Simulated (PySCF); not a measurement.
BH5OSi.
Geometry (PBE0-D3(BJ)/def2-SVP, Å), atoms numbered from 1 in this order:
```xyz
8
BH5OSi angstrom
B      1.3872   -0.3224   -0.0443
Si    -0.4223    0.5504   -0.0156
O     -1.6690   -0.3796   -0.6361
H      1.5484   -1.5130   -0.1849
H      2.3776    0.3486    0.1387
H     -0.4417    1.8146   -0.8085
H     -0.6649    0.9157    1.4267
H     -1.7066   -1.2896   -0.3293
```

Computed with PySCF at PBE0/pcSseg-1 and B3LYP/def2-SVPD, non-relativistic, on one gas-phase PBE0-D3(BJ)/def2-SVP geometry that isn't relaxed in the solvent. The solvent is an IEF-PCM continuum (Bondi radii, 1.10 Å for H, scaled by 1.2). The model holds no explicit solvent molecules, cavitation or dispersion.

Gas phase at PBE0/pcSseg-1: HOMO -8.00 eV, LUMO -2.49 eV, dipole 1.58 D.

Task: What does the continuum do to the energy, the frontier levels and the dipole at PBE0/pcSseg-1 in methanol and dimethylsulfoxide?

Result: 
```tsv
solvent	ε	E(solvent) − E(gas) (kcal/mol)	polarisation term (kcal/mol)	distortion of the solute (kcal/mol)	HOMO (eV)	LUMO (eV)	dipole (D)
methanol	32.61	-4.22	-4.68	0.46	-7.89	-2.25	1.96
dimethylsulfoxide	46.83	-4.29	-4.76	0.47	-7.89	-2.24	1.97
```

Polarisation term: ½ Σ q·V over the induced surface charges. Distortion: the rise of the solute's own energy as its density leaves the gas-phase optimum. From methanol to dimethylsulfoxide the lowering changes by a factor 1.02, Onsager's factor (ε − 1)/(2ε + 1) by 1.01 and ε itself by 1.4.

Task: Which radius a makes the point-dipole formula ΔE = −[(ε − 1)/(2ε + 1)]·μ²/a³ give the value in dimethylsulfoxide, with the gas-phase dipole?

Result: μ = 0.621 au and |ΔE| = 0.00684 Eh give a = 1.59 Å; the farthest nucleus lies 2.36 Å from the centroid of the nuclei, so such a sphere wouldn't even hold the nuclei. The formula assumes a rigid point dipole at the centre of a sphere.

Task: Give the dipole vector in the frame of the coordinates (D, pointing from negative to positive charge), gas and dimethylsulfoxide.

Result: Gas (0.79, -1.18, 0.69), solvent (0.96, -1.50, 0.85). Its length changes by +25 % and its direction by less than 1°.

Task: Which IAO charges (PBE0/pcSseg-1) respond most in dimethylsulfoxide (means over atoms taken as equivalent)?

Result: 
| atoms | environment | gas (e) | solvent (e) | change |
| --- | --- | --- | --- | --- |
| O3 | silanol oxygen | -0.779 | -0.804 | -0.025 |
| H8 | hydroxyl hydrogen | +0.358 | +0.379 | +0.021 |
| B1 | three-coordinate boron | -0.226 | -0.216 | +0.010 |
| Si2 | oxygen-bound silicon | +0.839 | +0.845 | +0.006 |
| H6/H7 | Si–H hydrogen | -0.127 | -0.133 | -0.006 |
| H4/H5 | B–H hydrogen | +0.031 | +0.031 | 0.000 |

Task: Which Mayer bond orders change most in dimethylsulfoxide?

Result: 
```json
{"bond": "O3–H8", "length (Å)": "0.961", "gas": "0.936", "solvent": "0.923", "change": "-0.013"}
{"bond": "B1–Si2", "length (Å)": "2.009", "gas": "0.942", "solvent": "0.952", "change": "+0.010"}
{"bond": "Si2–O3", "length (Å)": "1.675", "gas": "0.980", "solvent": "0.976", "change": "-0.004"}
{"bond": "Si2–H6", "length (Å)": "1.492", "gas": "0.932", "solvent": "0.928", "change": "-0.004"}
{"bond": "B1–H4", "length (Å)": "1.210", "gas": "0.975", "solvent": "0.978", "change": "+0.003"}
{"bond": "B1–H5", "length (Å)": "1.210", "gas": "0.956", "solvent": "0.953", "change": "-0.003"}
{"bond": "Si2–H7", "length (Å)": "1.508", "gas": "0.891", "solvent": "0.893", "change": "+0.002"}
```

Gas phase at B3LYP/def2-SVPD: HOMO -7.82 eV, LUMO -2.72 eV, dipole 1.47 D.

Task: What does the continuum do to the energy, the frontier levels and the dipole at B3LYP/def2-SVPD in dimethylsulfoxide?

Result: 
```
          solvent      ε  E(solvent) − E(gas) (kcal/mol)  polarisation term (kcal/mol)  distortion of the solute (kcal/mol)  HOMO (eV)  LUMO (eV)  dipole (D)
dimethylsulfoxide  46.83                           -4.04                         -4.63                                 0.59      -7.71      -2.48        1.94
```

Task: How does the static polarisability (B3LYP/def2-SVPD, frozen core, with the continuum's full static response) change?

Result: 
```
           medium  isotropic (au)  principal values (au)  ⟨r²⟩ of the electrons (bohr²)
              gas            48.7       42.4, 48.1, 55.8                          281.6
dimethylsulfoxide            63.2       56.2, 62.0, 71.4                          281.9
```

The isotropic value in dimethylsulfoxide is 1.30 times the gas-phase one; no cavity-field correction is applied. ⟨r²⟩ is taken about the centre of nuclear charge.

Time: 2.5 s of wall time; peak memory 0.41 GiB. Hardware: AMD EPYC 9R45, one thread (shared host). This is the whole shielding run at PBE0/pcSseg-1 in dimethylsulfoxide, SCF included.
